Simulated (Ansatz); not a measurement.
Compare A (`C/C=C\C`) with its isomer B (`C=C(C)C`).

Calculated with Ansatz (gas phase, PBE0-D4/def2-TZVP geometries, no zero-point term in ΔE). CCSD(T)/CBS adds triple-zeta CCSD(T) − MP2 to the extrapolated MP2 energy (def2 sets, frozen cores). This one scheme is used for every species. DFT in def2-TZVPP. B3LYP here is the variant with VWN-RPA as its local correlation; programs differ in this.

Task: Which is lower in electronic energy at CCSD(T)/CBS, and by how much? (An estimate is asked.)

Result: Computed: B, by 9.5 kJ/mol.

Task: Give E(B) − E(A) in kJ/mol with CCSD(T)/def2-SVP, ωB97M-V, CCSD(T)/def2-TZVPP, CCSD/def2-TZVPP, B3LYP, MP2/def2-TZVPP, BLYP-D4. (An estimate is asked.)

Result: The calculation gave: CCSD(T)/def2-SVP -9.7, ωB97M-V -9.3, CCSD(T)/def2-TZVPP -9.8, CCSD/def2-TZVPP -9.5, B3LYP -6.7, MP2/def2-TZVPP -10.7, BLYP-D4 -7.8. None reverses the order clearly.

Task: Does the order hold for the free energy at 298.15 K (harmonic terms from PBE0-D4)? (An estimate is asked.)

Result: The calculation gave: Yes: G(B) − G(A) = -8.6 kJ/mol.

Largest T1 diagnostic: 0.010.

Leaving LDA and LC-ωPBE aside and taking each functional with its dispersion term where it has one, the values, not all of them listed here, spread over 2.4 kJ/mol, from ωB97M-V to PBE-D4.
